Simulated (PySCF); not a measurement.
# SiC: bond curves at several levels of theory

One job finds the state of SiC, follows it along the bond with each method and fits the curves.

The runs use PySCF 2.14.0; Si def2-TZVPPD, C def2-TZVPPD, no relativity.

### 1 The job

A driver script around PySCF takes these settings:

| Property | Result |
| --- | --- |
| atoms | Si, C |
| charge | 0 |
| basis | Si def2-TZVPPD, C def2-TZVPPD |
| Hamiltonian | no relativity |
| basis functions | 85 |
| electrons treated | 20 |
| masses in u | 27.9769, 12.0000 |
| levels | PBE0, PBE, r²SCAN, revPBE, TPSSh, BLYP, M06, M06-L, CAM-B3LYP, HF, MP2, SCS-MP2, CCSD, CCSD(T) |
| grid | 80 radial by 434 angular points |
| occupations | held fixed by the projection of orbital angular momentum |
| dissociation limit | Si + C, each in its ground configuration |
| starting distance in angstrom | 1.825 |
| values of 2S to try | 0, 2, 4 |

Started as:

```
OMP_NUM_THREADS=2 python dia.py task.json out
```

Further steps of the session: First curve: PBE0; Higher solutions at PBE0; PBE (GGA); r²SCAN (meta-GGA); revPBE (GGA); TPSSh (hybrid meta-GGA); BLYP (GGA); M06 (hybrid meta-GGA); M06-L; CAM-B3LYP; ROHF; Adding correlation.

**Question.** What will these runs give? Wanted: for each run, Re; ωe; De; μ.

As calculated:

Lowest PBE0 solution found, without spin–orbit coupling: ³Π (triplet), unpaired electrons σ ↑, π ↑. State 2 has its PBE0 minimum 0.30 eV higher, as a spin-mixed determinant (⟨S²⟩ = 1.02), so this is no gap between pure states. State 3 has its PBE0 minimum 0.32 eV higher. State 4 has its PBE0 minimum 0.59 eV higher, as a spin-mixed determinant (⟨S²⟩ = 1.01), so this is no gap between pure states. The other levels ran on the lowest alone.

```csv
level,Re (Å),ωe (cm⁻¹),De (eV),μ (D)
ROHF,1.676,1109,2.36,-1.36
ROHF-MP2,1.720,994,4.18,n/a
ROHF-SCS-MP2,1.718,995,4.00,n/a
ROHF-CCSD,1.718,987,3.92,n/a
ROHF-CCSD(T),1.731,955,4.19,n/a
PBE,1.728,958,4.82,-1.69
revPBE,1.734,947,4.58,-1.65
BLYP,1.731,942,4.58,-1.80
r²SCAN,1.716,978,4.53,-1.41
M06-L,1.711,995,4.81,-1.39
TPSSh,1.716,981,4.42,-1.54
PBE0,1.710,996,4.42,-1.58
M06,1.710,987,4.63,-1.63
CAM-B3LYP,1.699,1014,4.23,-1.70
```

De is counted to Si + C in their ground configurations. A positive dipole means Si(−)C(+).

In words: Bond lengths run from 1.676 Å (ROHF) to 1.734 Å (revPBE). Among the levels with a De in the table, it runs from 2.36 eV (ROHF) to 4.82 eV (PBE).

Correlated steps freeze 6 core orbitals. T1 is 0.055 near the minimum (highest on the curve 0.083), which may point to more than one leading configuration.
